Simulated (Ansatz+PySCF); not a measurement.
Two shapes of doublet H₂S(+).

Shape 1:

```xyz
3

S     0.0000   -0.6025    0.0000
H     0.0000    0.3012    0.9539
H     0.0000    0.3012   -0.9539
```

Shape 2:

```xyz
3

S     0.0000   -0.6162    0.0000
H     0.0000    0.3081    0.9756
H     0.0000    0.3081   -0.9756
```

Basis set: cc-pVTZ on H; cc-pV(T+d)Z on S (spherical functions). Frozen core: 5 orbitals. Correlation on ROHF uses semicanonical orbitals with singles. Charge 1, multiplicity 2.

Computed with Ansatz (development build ahead of 0.2.0) and PySCF 2.14.0; each method stands on the lowest determinant of its kind that the runs found.

**Question.** Which shape is lower in energy, and by how much in each method?

**Answer.**

| method | E(2) − E(1) (eV) |
| --- | --- |
| ROHF | -0.024 |
| UHF | -0.025 |
| ROHF-MP2 | -0.036 |
| UHF-MP2 | -0.037 |
| ROHF-CCSD(T) | -0.045 |

Shape 2 is lower.
